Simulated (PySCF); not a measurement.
Simulated Cl 2p region for 1,1,2-trichloroethane, `ClCC(Cl)Cl`, binding energy against the vacuum level.

Every computed line was given a Gaussian of 0.5 eV full width at half maximum and an area set by the number of equivalent atoms (split 2:1 within a doublet); the highest printed point is 100. Computed with PySCF 2.14.0, delta-SCF UKS SCAN, pcX-2 on the ionised atom, pcseg-1 elsewhere, spin-free X2C.

(binding energy (eV), intensity): (205.8, 0), (205.9, 1), (206.0, 3), (206.1, 9), (206.2, 22), (206.3, 45), (206.4, 73), (206.5, 95), (206.6, 100), (206.7, 85), (206.8, 58), (206.9, 32), (207.0, 14), (207.1, 5), (207.2, 1), (207.3, 0), (207.4, 0), (207.5, 0), (207.6, 1), (207.7, 2), (207.8, 7), (207.9, 16), (208.0, 29), (208.1, 42), (208.2, 50), (208.3, 48), (208.4, 37), (208.5, 23), (208.6, 11), (208.7, 5), (208.8, 1), (208.9, 0), (209.0, 0)

Q: How many maxima does the curve show, and how many computed lines lie under it?

A: The curve has 2 maxima (at 206.6 and 208.2 eV). Under it lie 4 lines from 2 inequivalent chlorine sites, each drawn as a 2p3/2, 2p1/2 pair. At this width some lines have no maximum of their own.

Q: Decompose the envelope and assign each component. Numbering: `[Cl:1][CH2:2][CH:3]([Cl:4])[Cl:5]`.

A: 
```tsv
position (eV)	relative area	line	atoms	environment
206.52	0.67	Cl 2p3/2	Cl1	alkyl chlorine
206.60	1.33	Cl 2p3/2	Cl4/Cl5	alkyl chlorine
208.18	0.33	Cl 2p1/2	Cl1	alkyl chlorine
208.25	0.67	Cl 2p1/2	Cl4/Cl5	alkyl chlorine
```

The 2 Cl 2p3/2 values lie within 0.08 eV of each other.

No satellites, vibrations or lifetime broadening are included. Topologically equivalent atoms share the value of their first member; where this conformer doesn't relate them by symmetry, their own values could differ. Spin–orbit coupling isn't in the SCF: each 2p doublet comes from a relaxed spin-free hole plus a matrix of the shell (mean-field spin–orbit coupling and the ground-state 2p splitting), with 2p3/2 averaged over its two sublevels. 2p1/2 minus 2p3/2 (ligand field included): Cl 1.65 eV. Isolated species at its PBE0-D3(BJ)/def2-SVP geometry (one conformer only).

Shape of the structure used: `[Cl:1][CH2:2][CH:3]([Cl:4])[Cl:5]`: Cl1–C2–C3–Cl4 -64°.
